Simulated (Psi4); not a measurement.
# CH6Si (methylsilane): CCSD(T)/def2-TZVP

What is the energy change on altering one bond length of CH6Si (methylsilane) at CCSD(T)/def2-TZVP? 

Program for the calculation: Psi4 1.11.

## 1. Starting point

CH6Si has 8 atoms, charge 0, and is taken as a singlet. SMILES: `C[SiH3]`. The shape is that of a PBE0-D4/def2-TZVP optimisation.

Bond lengths: C1–Si2 1.871 Å, C1–H3 1.092 Å, C1–H4 1.092 Å, C1–H5 1.092 Å, Si2–H6 1.488 Å, Si2–H7 1.488 Å, Si2–H8 1.488 Å. Some angles: C1–Si2–H6 110.7°, C1–Si2–H7 110.7°, C1–Si2–H8 110.7°, Si2–C1–H3 110.8°, Si2–C1–H4 110.8°, Si2–C1–H5 110.8°, H6–Si2–H7 108.2°, H6–Si2–H8 108.2°, H7–Si2–H8 108.2°, H3–C1–H4 108.1°.

## 2. The energy at CCSD(T)/def2-TZVP

Input file job.json:

```json
{
  "schema_name": "qcschema_input",
  "schema_version": 1,
  "molecule": {
    "schema_name": "qcschema_molecule",
    "schema_version": 2,
    "symbols": ["C", "Si", "H", "H", "H", "H", "H", "H"],
    "geometry": [-0.34298529, 0.45304294, -1.77690947, 0.30692932, -0.40544074, 1.59020453, -2.34414857, 0.21261309, -2.22152424, 0.74732999, -0.7396766, -3.06097838, 0.16365028, 2.42021004, -2.14268486, -1.18100324, 1.22117882, 3.3361036, 3.03406868, -0.07560794, 2.19183664, -0.38382227, -3.0863196, 2.08395218],
    "molecular_charge": 0,
    "molecular_multiplicity": 1,
    "fix_symmetry": "c1",
    "fix_com": true,
    "fix_orientation": true
  },
  "driver": "energy",
  "model": {
    "method": "ccsd(t)",
    "basis": "def2-TZVP"
  },
  "keywords": {
    "puream": true,
    "e_convergence": 1e-09,
    "d_convergence": 1e-08,
    "scf_type": "pk",
    "num_frozen_docc": 6
  }
}
```

The run is started by

```console
$ psi4 --qcschema job.json -n 1 --memory 2200MB
```

stdout:

```text
[...]
  Running in c1 symmetry.
[...]
  Nuclear repulsion =   62.848656056025746
[...]
  Multiplicity = 1
[...]
  Nalpha       = 13
  Nbeta        = 13
[...]
    Number of basis functions: 104
[...]
   @RHF iter   1:  -330.23119304900899   -5.40357e-01   3.64509e-03 ADIIS/DIIS
[...]
   @RHF iter  10:  -330.31986844113032   -2.50111e-12   2.96710e-09 DIIS
[...]
    Orbital Energies [Eh]
    ---------------------
    Doubly Occupied:
       1A    -68.762070     2A    -11.209569     3A     -6.112565
       4A     -4.218861     5A     -4.218861     6A     -4.218574
       7A     -0.949939     8A     -0.696654     9A     -0.565449
      10A     -0.565446    11A     -0.467581    12A     -0.467580
      13A     -0.456741
[...]
  @RHF Final Energy:  -330.31986844113032
   => Energetics <=
    Nuclear Repulsion Energy =             62.8486560560257459
    One-Electron Energy =                -580.5172688946913695
    Two-Electron Energy =                 187.3487443975352562
    Total Energy =                       -330.3198684411303248
[...]
 Multipole Moments:
 ------------------------------------------------------------------------------------
     Multipole            Electronic (a.u.)      Nuclear  (a.u.)        Total (a.u.)
 ------------------------------------------------------------------------------------
 L = 1.  Multiply by 2.5417464519 to convert [e a0] to [Debye]
 Dipole X            :         -2.3303212            2.2751736           -0.0551476
 Dipole Y            :          3.0783540           -3.0055149            0.0728391
 Dipole Z            :        -12.0737866           11.7881115           -0.2856751
 Magnitude           :                                                    0.2999284
[...]
      * MP2 total energy                      = -330.619913827152800
[...]
      * CCSD total energy                     = -330.661684017653101
[...]
      * CCSD(T) total energy                  = -330.672189754008059
[...]
```

The result, in JSON:

```text
{
 "driver": "energy",
 "model": {
  "method": "ccsd(t)",
  "basis": "def2-TZVP"
 },
 "success": true,
 "return_result": -330.67218975400806,
 "properties": {
  "calcinfo_nbasis": 104,
  "calcinfo_nmo": 104,
  "calcinfo_nalpha": 13,
  "calcinfo_nbeta": 13,
  "calcinfo_natom": 8,
  "nuclear_repulsion_energy": 62.848656056025746,
  "return_energy": -330.67218975400806,
  "scf_one_electron_energy": -580.5172688946914,
  "scf_two_electron_energy": 187.34874439753526,
  "scf_dipole_moment": [-0.05514760168548838, 0.07283908185914134, -0.2856750650365072],
  "scf_total_energy": -330.3198684411303,
  "scf_iterations": 10,
  "mp2_same_spin_correlation_energy": -0.053591907419608786,
  "mp2_opposite_spin_correlation_energy": -0.24645347860369587,
  "mp2_singles_energy": -4.692507750598158e-27,
  "mp2_doubles_energy": -0.30004538602330466,
  "mp2_correlation_energy": -0.30004538602330466,
  "mp2_total_energy": -330.6199138271528,
  "ccsd_same_spin_correlation_energy": -0.05314623091709103,
  "ccsd_opposite_spin_correlation_energy": -0.2886693456065599,
  "ccsd_singles_energy": 0.0,
  "ccsd_doubles_energy": -0.3418155765236509,
  "ccsd_correlation_energy": -0.3418155765236509,
  "ccsd_total_energy": -330.6616840176531,
  "ccsd_iterations": 15,
  "ccsd_prt_pr_correlation_energy": -0.3523213128786109,
  "ccsd_prt_pr_total_energy": -330.67218975400806
 }
}
```

Run time: 22 s. Hardware: 1 thread of Intel Xeon 6975P-C (Granite Rapids), shared host; peak memory 1.2 GiB.

## 3. The distorted shape at the same level

Input file ch6si.in:

```
memory 2.2 GB

molecule m {
  C     -0.456629     0.603163    -2.365704
  Si     0.162420    -0.214550     0.841500
  H     -1.515599     0.475933    -2.600984
  H      0.120341    -0.027997    -3.045204
  H     -0.188529     1.644143    -2.559264
  H     -0.624960     0.646220     1.765390
  H      1.605560    -0.040010     1.159870
  H     -0.203110    -1.633210     1.102780
  units angstrom
  symmetry c1
  no_reorient
  no_com
}

set basis def2-TZVP
set puream true
set e_convergence 1e-09
set d_convergence 1e-08
set scf_type pk
set num_frozen_docc 6

result, w = energy("ccsd(t)", return_wfn=True)
```

The run is started by

```console
$ psi4 -i ch6si.in -o ch6si.out -n 1
```

ch6si.out:

```text
[...]
  Running in c1 symmetry.
[...]
  Nuclear repulsion =   47.463556440620991
[...]
  Multiplicity = 1
[...]
  Nalpha       = 13
  Nbeta        = 13
[...]
    Number of basis functions: 104
[...]
   @RHF iter   1:  -329.98703265518617   -9.54559e-01   4.40334e-03 ADIIS/DIIS
[...]
   @RHF iter  10:  -330.14997014410517   -4.70664e-11   7.51336e-09 DIIS
[...]
    Orbital Energies [Eh]
    ---------------------
    Doubly Occupied:
       1A    -68.820385     2A    -11.260383     3A     -6.164777
       4A     -4.270576     5A     -4.270343     6A     -4.270343
       7A     -0.909904     8A     -0.715489     9A     -0.550807
      10A     -0.550805    11A     -0.496555    12A     -0.496555
      13A     -0.290497
[...]
  @RHF Final Energy:  -330.14997014410517
   => Energetics <=
    Nuclear Repulsion Energy =             47.4635564406209909
    One-Electron Energy =                -549.0922129465878925
    Two-Electron Energy =                 171.4786863618617190
    Total Energy =                       -330.1499701441051684
[...]
 Multipole Moments:
 ------------------------------------------------------------------------------------
     Multipole            Electronic (a.u.)      Nuclear  (a.u.)        Total (a.u.)
 ------------------------------------------------------------------------------------
 L = 1.  Multiply by 2.5417464519 to convert [e a0] to [Debye]
 Dipole X            :          2.4313550           -2.4040926            0.0272624
 Dipole Y            :         -3.2114223            3.1754145           -0.0360077
 Dipole Z            :         12.5957222          -12.4544970            0.1412252
 Magnitude           :                                                    0.1482712
[...]
      * MP2 total energy                      = -330.465614457548895
[...]
      * CCSD total energy                     = -330.516481937089281
[...]
      * CCSD(T) total energy                  = -330.536068745340117
[...]
```

It took 20 s on 1 thread of Intel Xeon 6975P-C (Granite Rapids), shared host; peak memory 1.2 GiB.

## 4. Summary of results

Level: CCSD(T)/def2-TZVP, 6 core orbitals frozen.

| quantity | value |
| --- | --- |
| first shape: total energy | -330.67219 Eh |
| first shape: HOMO energy (Hartree–Fock orbitals) | -12.43 eV |
| first shape: LUMO energy (Hartree–Fock orbitals) | 3.22 eV |
| first shape: HOMO–LUMO gap (Hartree–Fock orbitals) | 15.65 eV |
| first shape: correlation energy (6 core orbitals frozen) | -352.3 mEh |
| first shape: (T) correction | -10.51 mEh |
| first shape: T1 diagnostic | 0.010 |
| distorted shape: total energy | -330.53607 Eh |
| distorted shape: HOMO energy (Hartree–Fock orbitals) | -7.90 eV |
| distorted shape: LUMO energy (Hartree–Fock orbitals) | 0.17 eV |
| distorted shape: HOMO–LUMO gap (Hartree–Fock orbitals) | 8.07 eV |
| distorted shape: correlation energy (6 core orbitals frozen) | -386.1 mEh |
| distorted shape: (T) correction | -19.59 mEh |
| distorted shape: T1 diagnostic | 0.021 |
| energy change with the C1–Si2 bond stretched from 1.871 to 3.367 Å | 3.704 eV |

In words: One bond (distorted shape) is far stretched, which a spin-restricted single reference describes badly; perturbation theory on it can break down and give far too much correlation. With the C1–Si2 bond stretched from 1.871 to 3.367 Å the energy rises by 3.70 eV (357 kJ/mol). The first shape isn't relaxed at this level, so the change isn't measured from a minimum. A restricted reference can't describe the breaking bond well at this length. The triples (first shape) make up 3.0 % of the correlation energy. The T1 diagnostic (distorted shape) of 0.021 is above the customary mark for such species, so a single reference may not serve. The triples (distorted shape) make up 5.1 % of the correlation energy.
